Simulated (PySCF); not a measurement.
C2H, SMILES [C]#C (connectivity only; charge and spin as stated), charge +1, multiplicity 1. Atoms are numbered in the order given.

```xyz
3

C      0.0440    -0.7889     0.0000
C     -0.1025     0.5340     0.0000
H      0.3511     1.5292     0.0000
```
Charge +1, spin multiplicity 1.

Geometry optimised at B3LYP-D3(BJ)/def2-TZVPD. The spin state was assumed, not searched. The isomer is the one that the SMILES or the coordinates give; other isomers of the formula were not compared.

All values below come from ωB97X/def2-TZVPD in PySCF.

Symmetry labels are those of the subgroup Cs that the program uses (full group Cs).

Problem. List the valence orbital energies around the gap with their symmetry. (Estimate from the structure and the level; the computed values follow.)

Solution. 
```
orbital  symmetry  energy (eV)
-------  --------  -----------
HOMO−5         A'      -292.14
HOMO−4         A'      -291.94
HOMO−3         A'       -34.39
HOMO−2         A'       -27.48
HOMO−1         A'       -20.81
HOMO           A"       -20.57
LUMO           A'       -13.02
LUMO+1         A'        -6.96
LUMO+2         A"        -6.53
LUMO+3         A'        -2.74
```
